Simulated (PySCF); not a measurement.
# The bond of LiN, level by level

The task here is to estimate one member of a computed series from the others.

Method: Li 3-21G, N 3-21G, no relativity; program: PySCF 2.14.0.

The first run:

Settings of the job:

- atoms: Li, N
- charge: 0
- basis: Li 3-21G, N 3-21G
- Hamiltonian: no relativity
- basis functions: 18
- electrons treated: 10
- masses in u: 7.0160, 14.0031
- levels: PBE0, PBE, r²SCAN, B3LYP, LDA, B2PLYP, CAM-B3LYP, HF, MP2, SCS-MP2, CCSD, CCSD(T)
- grid: 80 radial by 434 angular points
- occupations: held fixed by the projection of orbital angular momentum
- dissociation limit: Li + N, each in its ground configuration
- starting distance in angstrom: 1.940
- values of 2S to try: 0, 2, 4

Launch:

```bash
$ OMP_NUM_THREADS=1 python dia.py task.json out
```

Steps of the session up to this table: The job; PBE0 along the bond; Excited determinants; PBE (GGA); r²SCAN; B3LYP (global hybrid GGA); LDA (local density); B2PLYP; CAM-B3LYP (range-separated hybrid); ROHF (mean field); Adding correlation.

One table of the session follows, with a row left open; its other results are not shown here.

It belongs to the step «The curves together». Energy (eV) from each level's lowest point:

| R (Å) | ROHF | ROHF-MP2 | ROHF-SCS-MP2 | ROHF-CCSD | ROHF-CCSD(T) |
| --- | --- | --- | --- | --- | --- |
| 1.625 | 0.413 | 0.471 | 0.479 | n/a | n/a |
| 1.701 | 0.172 | 0.215 | 0.222 | 0.254 | 0.269 |
| 1.777 | 0.044 | 0.071 | 0.075 | 0.098 | 0.109 |
| 1.833 | 0.004 | 0.017 | 0.020 | 0.034 | 0.041 |
| 1.890 | 0.000 | 0.000 | 0.000 | 0.004 | 0.008 |
| 1.947 | ? | ? | ? | ? | ? |
| 2.022 | 0.092 | 0.060 | 0.053 | 0.024 | 0.018 |
| 2.117 | 0.216 | 0.159 | 0.147 | 0.085 | 0.071 |
| 2.230 | 0.404 | 0.314 | 0.296 | 0.179 | 0.156 |
| 2.381 | 0.693 | 0.555 | 0.526 | n/a | n/a |

**Question.** Estimate the row for R (Å) = 1.947.

Worked estimate for «ROHF». A straight line through the neighbours (1.890, 0.000) and (2.022, 0.092) gives 0.000 + (0.092 − 0.000) × (1.947 − 1.890) / (2.022 − 1.890) = 0.040; a parabola fitted to 4 rows on both sides gives 0.027.

As computed: ROHF: 0.025; ROHF-MP2: 0.011; ROHF-SCS-MP2: 0.009; ROHF-CCSD: 0.000; ROHF-CCSD(T): 0.000. In «ROHF» the line misses by +0.015 and the parabola by +0.002.

State 2 has its PBE0 minimum 0.27 eV higher. The other levels ran on the lowest alone.
